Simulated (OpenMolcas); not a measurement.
# SiO2 (silicon dioxide molecule), step by step

Wanted: a single-point energy (UHF/STO-3G), then a single-point energy (CASSCF(4,4)/STO-3G), then the energy (CASPT2(4,4)/STO-3G), then the energy (SC-NEVPT2(4,4)/STO-3G), then the energy (MRCI(4,4)/STO-3G) of SiO2 (silicon dioxide molecule). 

Program for the calculation: OpenMolcas 26.06.

3 further runs of the same task are left out: 1 for a known fault of the program, 2 set aside as unsound or not needed.

### Step 1. Starting point

SiO2: 3 atoms, total charge 0, spin state singlet. As SMILES, `O=[Si]=O`. The Si2–O3 distance was set to 2.635 Å, away from the relaxed value. At this shape a bond of the SMILES string is far longer than usual.

Bond lengths: O1–Si2 1.506 Å. A long bond or contact: Si2–O3 2.635 Å.

### Step 2. A single-point energy at UHF/STO-3G (run 1)

Contents of step1.input:

```
>>> EXPORT MOLCAS_PRINT=2

&GATEWAY
  BASLIB = $CurrDir
  COORD
  3
  angstrom
  O        1.221019       2.151807       0.907830
  Si       0.523279       0.922207       0.389070
  O       -0.697730      -1.229610      -0.518760
  BASIS = STO-3G
  GROUP = NoSym

&SEWARD

&SCF
  UHF
  SCRAMBLE = 0.25
  PRORBITALS = 1 1
```

The basis set STO-3G is read from a file made from the Basis Set Exchange's data (not shown).

The run is started by

```
$ export MOLCAS_MEM=1860
$ pymolcas step1.input > step1.log
```

Log:

```text
--- Start Module: gateway ---
[...]
--- Stop Module: gateway /rc=_RC_ALL_IS_WELL_ ---
--- Start Module: seward ---
[...]
      Basis functions           19
--- Stop Module: seward /rc=_RC_ALL_IS_WELL_ ---
--- Start Module: scf ---
[...]
       Convergence after 109 Iterations
[...]
::    Total SCF energy                               -433.1512419392
[...]
      Total spin, S                                     0.7533416519
[...]
      Total electronic charge=   30.000000
      Total            charge=   -0.000000
[...]
      Dipole Moment (debye):
      Origin of the operator (angstrom)=    0.3837    0.6762    0.2853
                   X= -5.3892E-01               Y= -9.4966E-01               Z= -4.0064E-01           Total=  1.1631E+00
      Quadrupole Moment (debye*angstrom):
[...]
--- Stop Module: scf /rc=_RC_ALL_IS_WELL_ ---
[...]
```

It took 4.2 s on 1 thread of Arm Neoverse V1, shared host; peak memory 0.37 GiB.

### Step 3. The energy at CASSCF(4,4)/STO-3G (run 2)

Contents of step2.input:

```
&GATEWAY
BasLib=$CurrDir
Coord
3
angstrom
O        1.221019       2.151807       0.907830
Si       0.523279       0.922207       0.389070
O       -0.697730      -1.229610      -0.518760
Basis=STO-3G
Group=NoSym
&SEWARD
&RASSCF
FileOrb=$CurrDir/step1.UnaOrb
Spin=1
Nactel=4 0 0
Inactive=13
Ras2=4
OrbListing=Nothing
```

The basis set STO-3G is read from a file made from the Basis Set Exchange's data (not shown).

The run is started by

```
$ export MOLCAS_MEM=1860
$ pymolcas step2.input > step2.log
```

Log:

```text
--- Start Module: gateway ---
[...]
--- Stop Module: gateway /rc=_RC_ALL_IS_WELL_ ---
--- Start Module: seward ---
[...]
      Basis functions           19
--- Stop Module: seward /rc=_RC_ALL_IS_WELL_ ---
--- Start Module: rasscf ---
[...]
      Number of active orbitals                  4
[...]
      Spin quantum number                      0.0
[...]
      Active orbitals                            4
[...]
      Number of CSFs                            20
[...]
      Number of root(s) required                 1
[...]
      Convergence after 24 iterations
[...]
      printout of CI-coefficients larger than  0.05 for root  1
      energy=    -433.142486
      conf/sym  1111     Coeff  Weight
             1  2200  -0.76492 0.58510
             6  2020   0.58725 0.34486
            14  0202   0.20977 0.04401
            20  0022  -0.16050 0.02576
      Natural orbitals and occupation numbers for root  1
      sym 1:   1.860067   1.258488   0.741545   0.139900
      ************************************************************************************************************************
      *                                                    Final results                                                     *
[...]
::    RASSCF root number  1 Total energy:   -433.14248582
[...]
      Total electronic charge=   30.000000
      Total            charge=   -0.000000
[...]
      Dipole Moment (debye):
      Origin of the operator (angstrom)=    0.3837    0.6762    0.2853
                   X= -4.1733E-01               Y= -7.3544E-01               Z= -3.1028E-01           Total=  9.0072E-01
      Quadrupole Moment (debye*angstrom):
[...]
--- Stop Module: rasscf /rc=_RC_ALL_IS_WELL_ ---
[...]
```

Run time: 2.1 s. Hardware: 1 thread of Arm Neoverse V1, shared host; peak memory 0.37 GiB.

### Step 4. The energy at CASPT2(4,4)/STO-3G (run 3)

Contents of step3.input:

```
&GATEWAY
  BasLib
  $CurrDir
  Coord
  3
  angstrom
  O        1.221019       2.151807       0.907830
  Si       0.523279       0.922207       0.389070
  O       -0.697730      -1.229610      -0.518760
  Basis
  STO-3G
  Group
  NoSym

&SEWARD

&RASSCF
  FileOrb
  $CurrDir/step2.RasOrb
  Spin
  1
  Nactel
  4 0 0
  Inactive
  13
  Ras2
  4
  OrbListing
  Nothing

&CASPT2
  Imaginary
  0.1
  Frozen
  7
```

The basis set STO-3G is read from a file made from the Basis Set Exchange's data (not shown).

The run is started by

```
$ export MOLCAS_MEM=1860
$ pymolcas step3.input > step3.log
```

Log:

```text
--- Start Module: gateway ---
[...]
--- Stop Module: gateway /rc=_RC_ALL_IS_WELL_ ---
[...]
      Basis functions           19
[...]
--- Start Module: rasscf ---
[...]
      Number of active orbitals                  4
[...]
      Spin quantum number                      0.0
[...]
      Active orbitals                            4
[...]
      Number of CSFs                            20
[...]
      Number of root(s) required                 1
[...]
      Convergence after  4 iterations
[...]
      printout of CI-coefficients larger than  0.05 for root  1
      energy=    -433.142486
      conf/sym  1111     Coeff  Weight
             1  2200  -0.76491 0.58508
             6  2020   0.58725 0.34486
            14  0202   0.20980 0.04402
            20  0022  -0.16052 0.02577
      Natural orbitals and occupation numbers for root  1
      sym 1:   1.860032   1.258470   0.741563   0.139935
      ************************************************************************************************************************
      *                                                    Final results                                                     *
[...]
::    RASSCF root number  1 Total energy:   -433.14248583
[...]
      Total electronic charge=   30.000000
      Total            charge=   -0.000000
[...]
      Dipole Moment (debye):
      Origin of the operator (angstrom)=    0.3837    0.6762    0.2853
                   X= -4.1748E-01               Y= -7.3570E-01               Z= -3.1039E-01           Total=  9.0105E-01
      Quadrupole Moment (debye*angstrom):
[...]
--- Stop Module: rasscf /rc=_RC_ALL_IS_WELL_ ---
--- Start Module: caspt2 ---
[...]
 ###    WARNING: User changed nr of frozen orbitals.                         ###
 ###############################################################################
[...]
      E2 (Variational):          -0.0827152960
      Total energy:            -433.2252011235
[...]
      Reference weight:           0.94684
[...]
::    CASPT2 Root  1     Total energy:   -433.22520112
[...]
--- Stop Module: caspt2 /rc=_RC_ALL_IS_WELL_ ---
[...]
```

Wall time 1.8 s (1 thread of Arm Neoverse V1, shared host); peak memory 0.37 GiB.

### Step 5. The energy at SC-NEVPT2(4,4)/STO-3G (run 4)

Contents of step4.input:

```
* O2Si NEVPT2
>>> EXPORT MOLCAS_PRINT=2
&GATEWAY
BasLib
$CurrDir
Coord
3
angstrom
O        1.221019       2.151807       0.907830
Si       0.523279       0.922207       0.389070
O       -0.697730      -1.229610      -0.518760
Basis
STO-3G
Group
NoSym
&SEWARD
&RASSCF
FileOrb
$CurrDir/step2.RasOrb
Spin
1
Nactel
4 0 0
Inactive
13
Ras2
4
OrbListing
Nothing
&CASPT2
SC-NEVPT2
Frozen
7
```

The basis set STO-3G is read from a file made from the Basis Set Exchange's data (not shown).

The run is started by

```
$ export MOLCAS_MEM=1860
$ pymolcas step4.input > step4.log
```

Log:

```text
--- Start Module: gateway ---
[...]
--- Stop Module: gateway /rc=_RC_ALL_IS_WELL_ ---
[...]
      Basis functions           19
[...]
--- Start Module: rasscf ---
[...]
      Number of active orbitals                  4
[...]
      Spin quantum number                      0.0
[...]
      Active orbitals                            4
[...]
      Number of CSFs                            20
[...]
      Number of root(s) required                 1
[...]
      Convergence after  4 iterations
[...]
      printout of CI-coefficients larger than  0.05 for root  1
      energy=    -433.142486
      conf/sym  1111     Coeff  Weight
             1  2200  -0.76491 0.58508
             6  2020   0.58725 0.34486
            14  0202   0.20980 0.04402
            20  0022  -0.16052 0.02577
      Natural orbitals and occupation numbers for root  1
      sym 1:   1.860032   1.258470   0.741563   0.139935
      ************************************************************************************************************************
      *                                                    Final results                                                     *
[...]
::    RASSCF root number  1 Total energy:   -433.14248583
[...]
      Total electronic charge=   30.000000
      Total            charge=   -0.000000
[...]
      Dipole Moment (debye):
      Origin of the operator (angstrom)=    0.3837    0.6762    0.2853
                   X= -4.1748E-01               Y= -7.3570E-01               Z= -3.1039E-01           Total=  9.0105E-01
      Quadrupole Moment (debye*angstrom):
[...]
--- Stop Module: rasscf /rc=_RC_ALL_IS_WELL_ ---
--- Start Module: caspt2 ---
[...]
 ###    WARNING: User changed nr of frozen orbitals.                         ###
 ###############################################################################
[...]
      E2 (Variational):          -0.0835553266
[...]
      E2 (Variational):          -0.0831893781
      Total energy:            -433.2256752056
[...]
      Reference weight:           0.94595
[...]
::    SC-NEVPT2 Root  1     Total energy:   -433.22567521
[...]
--- Stop Module: caspt2 /rc=_RC_ALL_IS_WELL_ ---
[...]
```

Wall time 1.7 s (1 thread of Arm Neoverse V1, shared host); peak memory 0.37 GiB.

### Step 6. A single-point energy at MRCI(4,4)/STO-3G (run 5)

Contents of step5.inp:

```
* O2Si MRCI
&GATEWAY
BasLib=$CurrDir
Coord
3
angstrom
O        1.221019       2.151807       0.907830
Si       0.523279       0.922207       0.389070
O       -0.697730      -1.229610      -0.518760
Basis=STO-3G
Group=NoSym
&SEWARD
&RASSCF
FileOrb=$CurrDir/step2.RasOrb
Spin=1
Nactel=4 0 0
Inactive=13
Ras2=4
OrbListing=Nothing
&MOTRA
LumOrb
Frozen=7
&GUGA
Electrons=16
Spin=1
Inactive=6
Active=4
CIAll=1
&MRCI
SDCI
```

The basis set STO-3G is read from a file made from the Basis Set Exchange's data (not shown).

The run is started by

```
$ export MOLCAS_MEM=1860
$ pymolcas step5.inp > step5.log
```

Log:

```text
--- Start Module: gateway ---
[...]
--- Stop Module: gateway /rc=_RC_ALL_IS_WELL_ ---
[...]
      Basis functions           19
[...]
      Number of active orbitals                  4
[...]
      Spin quantum number                      0.0
[...]
      Active orbitals                            4
[...]
      Number of CSFs                            20
[...]
      Number of root(s) required                 1
[...]
      Convergence after  4 iterations
[...]
      printout of CI-coefficients larger than  0.05 for root  1
      energy=    -433.142486
      conf/sym  1111     Coeff  Weight
             1  2200  -0.76491 0.58508
             6  2020   0.58725 0.34486
            14  0202   0.20980 0.04402
            20  0022  -0.16052 0.02577
      Natural orbitals and occupation numbers for root  1
      sym 1:   1.860032   1.258470   0.741563   0.139935
      ************************************************************************************************************************
      *                                                    Final results                                                     *
[...]
::    RASSCF root number  1 Total energy:   -433.14248583
[...]
      Dipole Moment (debye):
      Origin of the operator (angstrom)=    0.3837    0.6762    0.2853
                   X= -4.1748E-01               Y= -7.3570E-01               Z= -3.1039E-01           Total=  9.0105E-01
      Quadrupole Moment (debye*angstrom):
[...]
      *** WARNING: Default frozen orbitals is overwritten by user input.
      *** Default values:   4
[...]
--- Start Module: guga ---
[...]
--- Stop Module: guga /rc=_RC_ALL_IS_WELL_ ---
--- Start Module: mrci ---
[...]
       (But an ACPF correction will be computed)
       USE THE DEFAULT ACPF G-VALUE GFAC=  0.12500000000000000
[...]
                      CI ENERGY:  -433.24689332
[...]
                ACPF CORRECTION:    -0.01261444
[...]
      Total electronic charge=   30.000000
      Total            charge=   -0.000000
[...]
     ACPF CORRECTION:     -0.01261444
[...]
  CI State   1     Total energy:   -433.24689332     QDav:     -0.01466971     QACPF:     -0.01261444
[...]
--- Stop Module: mrci /rc=_RC_ALL_IS_WELL_ ---
[...]
```

It took 3.3 s on 1 thread of Arm Neoverse V1, shared host; peak memory 0.37 GiB.

### Step 7. Summary of results

```
                                                    quantity          value
                             run 1, UHF/STO-3G: total energy  -433.15124 Eh
                            run 1, UHF/STO-3G: dipole moment         1.16 D
                              run 1, UHF/STO-3G: HOMO energy       -6.48 eV
                              run 1, UHF/STO-3G: LUMO energy        7.72 eV
                            run 1, UHF/STO-3G: HOMO–LUMO gap       14.20 eV
                                     run 1, UHF/STO-3G: ⟨S²⟩          1.321
                     run 2, CASSCF(4,4)/STO-3G: total energy  -433.14249 Eh
   run 2, CASSCF(4,4)/STO-3G: dipole moment (CASSCF density)         0.90 D
                     run 3, CASPT2(4,4)/STO-3G: total energy  -433.22520 Eh
   run 3, CASPT2(4,4)/STO-3G: dipole moment (CASSCF density)         0.90 D
                  run 4, SC-NEVPT2(4,4)/STO-3G: total energy  -433.22568 Eh
run 4, SC-NEVPT2(4,4)/STO-3G: dipole moment (CASSCF density)         0.90 D
                       run 5, MRCI(4,4)/STO-3G: total energy  -433.24689 Eh
     run 5, MRCI(4,4)/STO-3G: dipole moment (CASSCF density)         0.90 D
```

What this shows: ⟨S²⟩ (run 1, UHF/STO-3G) is 1.32 where a pure singlet has 0.00: the reference is spin-contaminated. Mulliken charges (run 2, CASSCF(4,4)/STO-3G) run from -0.41 on O1 to +0.43 on Si2; they depend strongly on the basis.
